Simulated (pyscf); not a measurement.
H₃Si–O–Si(SiH₃)(SiH₃)–SiH₃ (SMILES [SiH3]O[Si]([SiH3])([SiH3])[SiH3]) + H₂ (SMILES [H][H]) -> HO–Si(SiH₃)(SiH₃)–SiH₃ (SMILES O[Si]([SiH3])([SiH3])[SiH3]) + SiH₄ (SMILES [SiH4]), a four-centre exchange (singlet surface; O–Si, H–H broken, H–O, H–Si formed). PySCF, gas phase, ωB97X-D3(BJ)/def2-SVP geometries. Energies in kJ/mol from the separated reactants.

Small-basis levels: PySCF, no dispersion term, spherical d functions. 

Q: Quick HF/STO-3G single points give ΔE‡ = 308.4 kJ/mol and ΔE = +21.6 kJ/mol. What does ωB97M-D3(BJ)/def2-TZVP give, and how far is the quick result from it?

A: ωB97M-D3(BJ)/def2-TZVP gives ΔE‡ = 222.8 kJ/mol and ΔE = +81.8 kJ/mol. HF/STO-3G lies 85.6 kJ/mol over it in the barrier and 60.2 kJ/mol under it in the reaction energy, so on this step it does not hold to within 12.6 kJ/mol. ωB97M-D3(BJ)/def2-TZVP has limits of its own. HO–Si(SiH₃)(SiH₃)–SiH₃ lies 99.2 kJ/mol over its isomer H₃Si–SiH₂–O–SiH₂–SiH₃ (electronic energy, ωB97M-D3(BJ)/def2-TZVP). One saddle was located; it need not be the lowest between these sides.
